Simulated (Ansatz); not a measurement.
Here is an Ansatz input file for FH3OSi, SMILES O[SiH2]F. Write the same calculation for the Python package.

```yaml
crystal:
  periodic: [false, false, false]
  atoms:
    - { symbol: O, position_ang: [-0.8706, 0.1197, -0.8934] }
    - { symbol: Si, position_ang: [0.3762, 0.083, 0.1178] }
    - { symbol: F, position_ang: [-0.0921, -0.8661, 1.3139] }
    - { symbol: H, position_ang: [-1.6054, -0.3454, -0.6087] }
    - { symbol: H, position_ang: [1.5412, -0.5094, -0.6075] }
    - { symbol: H, position_ang: [0.6927, 1.4542, 0.6317] }
basis:
  gaussian:
    orbitals: "6-31G"
hamiltonian:
  xc: b3lyp
md:
  timestep: 0.25
  n_steps: 20
  ensemble: nve
  temperature: 300.0
  initial_velocities: maxwell_boltzmann
  seed: 93
```

The script, `md_fh3osi.py`:
```python
# -*- coding: utf-8 -*-
"""A short Born-Oppenheimer trajectory of FH3OSi."""

import ansatz as az
import numpy as np

geometry_ang = [
    ("O", [-0.8706, 0.1197, -0.8934]),
    ("Si", [0.3762, 0.083, 0.1178]),
    ("F", [-0.0921, -0.8661, 1.3139]),
    ("H", [-1.6054, -0.3454, -0.6087]),
    ("H", [1.5412, -0.5094, -0.6075]),
    ("H", [0.6927, 1.4542, 0.6317]),
]
mol = az.Crystal.molecule()
for symbol, xyz in geometry_ang:
    mol = mol.atom(symbol, xyz)

setup = (
    mol.calculation()
    .basis(gaussian="6-31G")
    .functional("b3lyp")
    .md("nve", timestep=0.25, steps=20, temperature=300, initial_velocities="maxwell_boltzmann", seed=93)
)
frames = []
setup.session().plan().execute(on_event=lambda e: frames.append(e["data"]) if e["event"] == "md_step" else None)
print("t (fs)   E_pot (eV)      E_kin (eV)   T (K)   d(0-1) (A)")
for f in frames[::2]:
    xyz = np.array(f["positions_ang"])
    print(f"{f['time_fs']:6.2f} {f['lagrangian_ev']:14.5f} {f['e_kin_ev']:10.5f} {f['temperature_k']:8.1f} {np.linalg.norm(xyz[0] - xyz[1]):9.4f}")
kept = np.array([f["conserved_ev"] for f in frames])
print(f"conserved energy moves by at most {1000 * np.ptp(kept):.3f} meV")
```

```console
$ python md_fh3osi.py
t (fs)   E_pot (eV)      E_kin (eV)   T (K)   d(0-1) (A)
  0.00   -12689.47792    0.15511    300.0    1.6057
  0.50   -12689.50315    0.18020    348.5    1.6086
  1.00   -12689.55179    0.22849    441.9    1.6121
  1.50   -12689.60315    0.27959    540.7    1.6162
  2.00   -12689.63994    0.31633    611.8    1.6209
  2.50   -12689.65726    0.33377    645.5    1.6263
  3.00   -12689.66136    0.33806    653.8    1.6323
  3.50   -12689.66351    0.34039    658.3    1.6391
  4.00   -12689.67433    0.35131    679.5    1.6465
  4.50   -12689.70043    0.37743    730.0    1.6546
  5.00   -12689.74309    0.42003    812.4    1.6633
conserved energy moves by at most 0.814 meV
```

Reading the output:
- Total energies depend on the basis set; only differences at equal settings carry meaning.
- The trajectory is only some femtoseconds long, so its temperature is not equilibrated; where the script doesn't relax first, it starts from a rough generated geometry.
- b3lyp holds the VWN-RPA fit, as in Gaussian; the form of ORCA and Turbomole is b3lyp5.
- The temperature counts the internal degrees of freedom alone.
- The whole script took 26 s on 1 thread of Arm Neoverse V1 (shared host), peak memory 0.16 GiB.

(A comment or docstring line of the script was reworded after the run, the code is as it ran; lines on the test bed's own set-up are left out of the output.)
